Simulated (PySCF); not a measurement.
# LiN⁺: basis, grid and Hamiltonian

Aim: see how much the energy and properties of LiN⁺ depend on the numerical set-up.

Computed with PySCF 2.14.0. Level: method and basis as typed in the scripts.

3 further runs of the same task are left out: 3 that didn't finish.

### 1 Starting geometry

LiN⁺: 2 atoms, charge 1, spin multiplicity 2.

Bond lengths: Li1–N2 2.040 Å.

### 2 Base script

Contents of input.py:

```python
from pyscf import gto, dft
from pyscf.prop.polarizability import uhf as pol

mol = gto.M(
    atom='Li 0 0 0; N 0 0 2.04',
    basis='jorge-dzp',
    charge=1,
    spin=1,
    verbose=4,
)
mf = dft.UKS(mol, xc='hcth407')
mf = mf.newton()
mf.kernel()
print('polarizability (a.u.)')
print(pol.Polarizability(mf).polarizability().round(4))
mf.dip_moment()
print('orbital energies (hartree):', [e[max(0, n-3):n+3].round(4) for e, n in zip(mf.mo_energy, mol.nelec)])
```

Command:

```sh
> python input.py
```

The log of this run is left out.

It gives: E(SCF) = -61.775085 Eh, 6 macro-iterations, ⟨S²⟩ = 0.753, α(xx, yy, zz) = 6.3, 5.8, 7.1 bohr³.

The bond length is a typed value, not an optimised one. The dipole of an ion depends on the origin.

### 3 Spin-free X2C on

Run 1 changes spin-free X2C: off → on.

Contents of input.py:

```python
from pyscf import gto, dft
from pyscf.prop.polarizability import uhf as pol

mol = gto.M(
    atom='Li 0 0 0; N 0 0 2.04',
    basis='jorge-dzp',
    charge=1,
    spin=1,
    verbose=4,
)
mf = dft.UKS(mol, xc='hcth407')
mf = mf.sfx2c1e()
mf = mf.newton()
mf.kernel()
print('polarizability (a.u.)')
print(pol.Polarizability(mf).polarizability().round(4))
mf.dip_moment()
print('orbital energies (hartree):', [e[max(0, n-3):n+3].round(4) for e, n in zip(mf.mo_energy, mol.nelec)])
```

Command:

```sh
> python input.py
```

### 4 Cc-pvdz

Run 2 changes basis set: jorge-dzp → cc-pvdz.

input.py, as its differences from that of step 2:

```diff
@@ -5,3 +5,3 @@
     atom='Li 0 0 0; N 0 0 2.04',
-    basis='jorge-dzp',
+    basis='cc-pvdz',
     charge=1,
```

### 5 6-31+g*

Run 3 changes basis set: jorge-dzp → 6-31+g*.

input.py, as its differences from that of step 2:

```diff
@@ -5,3 +5,3 @@
     atom='Li 0 0 0; N 0 0 2.04',
-    basis='jorge-dzp',
+    basis='6-31+g*',
     charge=1,
```

**Question.** What will these runs give? Wanted: for each run, E(SCF); from base; gap, α spin.

The runs gave:

```tsv
run	E(SCF) (hartree)	from base (eV)	cycles	gap, α spin (eV)	functions
base	-61.775085	0	6 macro	-0.50	30
spin-free X2C on	-61.804009	-0.7871	5 macro	-0.50	30
cc-pvdz	-61.772226	+0.0778	3 macro	-0.48	28
6-31+g*	-61.766192	+0.2420	3 macro	-0.46	36
```

Of the runs whose energies can be compared, “spin-free X2C on” moves the SCF energy most (-0.787 eV). Scalar relativity lowers the total energy by 0.79 eV, nearly all of it in the inner shells; a basis contracted without relativity catches only part of it. cc-pvdz (28 functions) gives an energy 0.08 eV higher than jorge-dzp (30). 6-31+g* (36 functions) gives an energy 0.24 eV higher than jorge-dzp (30); size alone doesn't order basis sets of different families.
